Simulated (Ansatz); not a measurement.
Input file:

```yaml
crystal:
  periodic: [false, false, false]
  atoms:
    - {symbol: Ga, position_ang: [0.000000, -0.000881, 0.000000]}
    - {symbol: H, position_ang: [0.000000, -2.073472, 0.000000]}
    - {symbol: H, position_ang: [0.000000, 1.067206, -1.098338]}
    - {symbol: H, position_ang: [0.000000, 1.067206, 1.098338]}
basis:
  gaussian: {orbitals: aug-cc-pVDZ}
total_charge: 1
magnetization: {spin_polarized: false, initial_magnetization: 1}
correlation: {method: fci, electrons: outside_noble_gas}
```

```sh
$ ansatz run in.yaml --threads 1 --pin off --events-out ev --progress --plain --max-ram 2393MiB
```

Log:

```
1112 factors; integrals over basis functions are off by at most 2.5e-7 eV
mean field evaluation 1: about -52366.9979 eV, gradient 1.2e1 eV
mean field evaluation 2: about -52366.9986 eV, gradient 1.2e1 eV
mean field evaluation 4: about -52368.1424 eV, gradient 6.3e0 eV
mean field evaluation 8: about -52368.6200 eV, gradient 1.1e-1 eV
mean field evaluation 16: about -52368.2075 eV, gradient 4.4e-1 eV
mean field evaluation 32: about -52368.2090 eV, gradient 7.4e-3 eV
mean field -52368.62006231 eV, -1924.5112905643 hartree, gradient 2.4e-6 eV, S^2 0.750000; 4 other end points of the search recorded, 0 dependent functions left out
mean field evaluation 64: about -52368.6611 eV, gradient 4.3e-2 eV
determinant -52368.62006231 eV, -1924.5112905643 hartree, with singles and doubles -52370.78282156 eV, -1924.5907705006 hartree
determinant -52368.20902718 eV, -1924.4961853019 hartree, with singles and doubles -52370.92895821 eV, -1924.5961409236 hartree
determinant -52368.62006231 eV, -1924.5112905643 hartree, with singles and doubles -52370.77206678 eV, -1924.5903752698 hartree
determinant -52368.20902718 eV, -1924.4961853019 hartree, with singles and doubles -52370.89217364 eV, -1924.5947891156 hartree
14 core orbitals not correlated: weight in the atoms' cores, before any rotation towards them, 0.999 or more for the frozen orbitals, at most 0.001 for the correlated occupied ones
reference -52368.62006231 eV, -1924.5112905643 hartree; 3, 2 occupied and 46, 47 virtual orbitals, 1112 factors
state -52370.94126307 eV, -1924.5965931187 hartree
14 core orbitals not correlated: weight in the atoms' cores, before any rotation towards them, 0.998 or more for the frozen orbitals, at most 0.001 for the correlated occupied ones
state -52370.97214242 eV, -1924.5977279139 hartree
Total energy: -52370.97214242 eV, -1924.5977279139 hartree
```

Natural occupations: 1.9424 1.8774 1.0000 0.0969 0.0222 0.0172 0.0122 0.0059 0.0056 0.0034 0.0031 0.0031 0.0028 0.0025 0.0010 0.0010 0.0006 0.0005 0.0004 0.0003 0.0003 0.0002 0.0002 0.0002.

Ran on 1 thread of Intel Xeon, shared host: 4.9 min wall, 0.8 GiB peak host memory.
